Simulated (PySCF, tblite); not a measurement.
C2H7PS.
SMILES: `[PH](C)(=S)C`

Level of theory: PBE0/pcSseg-1 in PySCF (dipole) on a GFN2-xTB geometry, gas phase.

Masses are those of the commonest isotopes; rigid-rotor values at the optimised geometry. 

**Question.** What are A, B and C (cm⁻¹)?

**Answer.** Ia = 82.15, Ib = 146.83, Ic = 205.23 u·Å²; 505379 MHz·u·Å²/I gives 6152, 3442 and 2463 MHz, that is A = 0.20520, B = 0.11481, C = 0.08214 cm⁻¹.

**Question.** Classify the top.

**Answer.** An asymmetric top. Ray's parameter κ = (2B − A − C)/(A − C) = -0.469; −1 is the prolate and +1 the oblate limit.

**Question.** What does the inertial defect say?

**Answer.** Not planar: Δ = Ic − Ia − Ib = -23.76 u·Å². For a rigid frame Δ = −2 Σ m c², so Σ m c² = 11.88 u·Å² lies off the ab plane: 6.56 from hydrogen and 5.31 from heavier atoms. The atom farthest from that plane is 1.70 Å away.

**Question.** Give the other two planar moments, Paa and Pbb, and the rms extents of the mass along the axes.

**Answer.** Paa = Σ m a² = (Ib + Ic − Ia)/2 = 134.95 and Pbb = Σ m b² = (Ia + Ic − Ib)/2 = 70.27 u·Å². With the mass M = 94.00 u, the rms extents √(P/M) along a, b and c are 1.20, 0.86, 0.36 Å.

**Question.** Give the coordinates in the principal-axis frame, origin at the centre of mass.

**Answer.** The sense of each axis is arbitrary; atoms in the order of the calculation.
| atom | mass (u) | a (Å) | b (Å) | c (Å) |
| --- | --- | --- | --- | --- |
| C1 | 12.000 | 1.272 | -1.454 | 0.247 |
| P2 | 30.974 | 0.320 | 0.000 | -0.331 |
| C3 | 12.000 | 1.272 | 1.453 | 0.247 |
| S4 | 31.972 | -1.557 | 0.000 | 0.118 |
| H5 | 1.008 | 2.313 | -1.396 | -0.060 |
| H6 | 1.008 | 0.811 | -2.353 | -0.161 |
| H7 | 1.008 | 1.201 | -1.492 | 1.335 |
| H8 | 1.008 | 0.618 | 0.000 | -1.700 |
| H9 | 1.008 | 0.804 | 2.353 | -0.149 |
| H10 | 1.008 | 1.212 | 1.482 | 1.336 |
| H11 | 1.008 | 2.311 | 1.402 | -0.070 |

**Question.** Which lines would a microwave search look for?

**Answer.** The dipole components are |μa| = 4.65 D, |μb| = 0.00 D, |μc| = 0.42 D; the mirror of this Cs structure is the ac plane, so μb vanishes by symmetry and there are no b-type lines. The squared components, which scale the intensities, stand as 1.00 : 0.01 (a : c). Some lines, for components of 0.1 D or more:

```
type  branch         J(Ka,Kc)    MHz  lower level (cm⁻¹)
   c       Q  4(1,4) ← 4(0,4)    606               1.876
   c       Q  3(1,3) ← 3(0,3)   1176               1.147
   a       Q  4(2,2) ← 4(2,3)   2787               2.391
   a       Q  3(1,2) ← 3(1,3)   5844               1.186
   a       R  1(0,1) ← 0(0,0)   5904               0.000
   c       Q  3(2,2) ← 3(1,2)   6819               1.381
   a       R  2(1,1) ← 1(1,0)  12788               0.320
   c       Q  4(3,2) ← 4(2,2)  13873               2.484
   a       R  3(1,3) ← 2(1,2)  16119               0.649
   c       R  2(1,1) ← 1(0,1)  16477               0.197
   a       R  3(0,3) ← 2(0,2)  16895               0.583
   a       R  3(2,2) ← 2(2,1)  17713               1.018
   a       R  3(2,1) ← 2(2,0)  18532               1.025
   c       R  2(2,0) ← 1(1,0)  21139               0.320
   a       R  4(1,4) ← 3(1,3)  21297               1.186
   a       R  4(0,4) ← 3(0,3)  21866               1.147
   a       R  4(2,3) ← 3(2,2)  23444               1.609
   c       R  3(1,2) ← 2(0,2)  23914               0.583
   a       R  4(3,2) ← 3(3,1)  23980               2.146
   c       R  3(2,1) ← 2(1,1)  26883               0.747
   c       R  3(2,2) ← 2(1,2)  28781               0.649
   c       R  4(1,3) ← 3(0,3)  32048               1.147
   c       R  3(3,0) ← 2(2,0)  33648               1.025
   c       R  4(2,3) ← 3(1,3)  36106               1.186
   c       R  4(3,2) ← 3(2,2)  40103               1.609
   c       R  4(4,0) ← 3(3,0)  46036               2.148
   c       R  4(4,1) ← 3(3,1)  46064               2.146
```

Its GFN2-xTB frequencies are all real (lowest 148 cm⁻¹). Zero-point vibration and centrifugal distortion are left out. A rigid rotor knows nothing of internal rotation, which can split or shift real lines.

Hardware: x86-64 server, one thread, on a shared host. Cost: 12 s of wall time. This is the PBE0/pcSseg-1 job that gave the dipole, with the shieldings it also computed.
